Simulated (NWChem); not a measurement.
Molecule: NaCl; SMILES [Na][Cl]

```xyz
2

Na     0.0000     0.0000    -1.4097
Cl     0.0000     0.0000     0.9285
```
Atoms are numbered in this order, from 1.

Structure relaxed at the PBE0/def2-SVP level.

Give the principal values of the shielding tensors (ppm) of Na1, Cl2 from LDA (Slater exchange, VWN5)/pcSseg-1, GIAO (NWChem), with their diamagnetic and paramagnetic parts as GIAO splits them.


| atom | σ11 | σ22 | σ33 | isotropic | diamagnetic | paramagnetic |
|---|---|---|---|---|---|---|
| Na1 | 523.2 | 523.2 | 631.6 | 559.3 | 628.6 | -69.3 |
| Cl2 | 1097.1 | 1097.1 | 1150.7 | 1115.0 | 1148.0 | -33.0 |
